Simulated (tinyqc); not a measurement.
Inside a calculation. Method: Hueckel theory of the pi electrons, for the molecule C=C (SMILES; centres numbered as the heavy atoms are written). One step of it, computed by the program tinyqc.

Question. Orbitals. Diagonalise; E = alpha + x beta with beta < 0, so the largest x are filled first; degenerate levels share their electrons. P = sum n_i c_ri c_si; each orbital has its largest coefficient positive (the first on a tie).

Hueckel matrix in units of beta (H = alpha + beta A):
```
,1C,2C
1C,0.000000,1.000000
2C,1.000000,0.000000
```

pi electrons, sum of z_r less the charge = 2

Give: x values; occupations; coefficients; charge and bond-order matrix P.

Answer.

x values: 1.0000  -1.0000

occupations: 2.0000  0.0000

coefficients:
```
,MO1,MO2
1C,0.7071,0.7071
2C,0.7071,-0.7071
```

charge and bond-order matrix P:
```
,1C,2C
1C,1.0000,1.0000
2C,1.0000,1.0000
```
